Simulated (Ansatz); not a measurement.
Geometry optimisation, Ansatz 0.2.0, RKS PBE0/cc-pVDZ.

input.yaml

```yaml
crystal:
  periodic: [false, false, false]
  atoms:
    - { symbol: B, position_ang: [-0.027708, -0.22913, 0.15543] }
    - { symbol: O, position_ang: [-0.217571, -0.640698, 1.463916] }
    - { symbol: H, position_ang: [-1.148017, -0.813292, 1.652393] }
    - { symbol: H, position_ang: [1.116369, -0.059739, -0.183274] }
    - { symbol: H, position_ang: [-0.97141, -0.116223, -0.597261] }
    - { symbol: S, position_ang: [-0.036791, 2.675068, 1.214615] }
    - { symbol: H, position_ang: [1.313123, 2.695501, 1.35228] }
    - { symbol: H, position_ang: [-0.135694, 1.516815, 1.962602] }
basis:
  gaussian: { orbitals: cc-pVDZ }
hamiltonian:
  xc: pbe0
relax:
  f_tol: 0.03
  max_steps: 50
```

Launched with:

```bash
$ ansatz run input.yaml --threads 1 --pin off --max-ram 2048MiB --backend cpu --events-out ev --progress --plain --runs-dir out
```

**Question.** Where does it end, and by what steps?

**Answer.** The run converged. After 10 steps the energy has fallen by 0.064 eV; H8 moved furthest, 0.44 Å.

| step | energy less start (eV) | largest force component (eV/Å) | accepted |
| --- | --- | --- | --- |
| 0 | 0.0000 | 0.725 | yes |
| 1 | -0.0387 | 0.604 | yes |
| 2 | -0.0515 | 0.531 | yes |
| 3 | -0.0556 | 0.379 | yes |
| 4 | -0.0593 | 0.067 | yes |
| 5 | -0.0598 | 0.110 | yes |
| 6 | -0.0618 | 0.057 | yes |
| 7 | -0.0624 | 0.154 | yes |
| 8 | -0.0632 | 0.100 | yes |
| 9 | -0.0603 | 0.256 | no |
| 10 | -0.0639 | 0.018 | yes |

```xyz
8
Properties=species:S:1:pos:R:3
B -0.035 -0.319 0.147
O -0.309 -0.770 1.396
H -1.245 -0.970 1.514
H 1.125 -0.071 -0.080
H -0.904 -0.218 -0.690
S -0.034 2.861 1.418
H 1.264 2.716 1.059
H 0.030 1.798 2.256
```

Whether the end is a true minimum wasn't checked by a vibrational analysis.

Time of the run: 26 s on 1 thread of Arm Neoverse V2, on a shared host, peak memory 0.14 GiB.
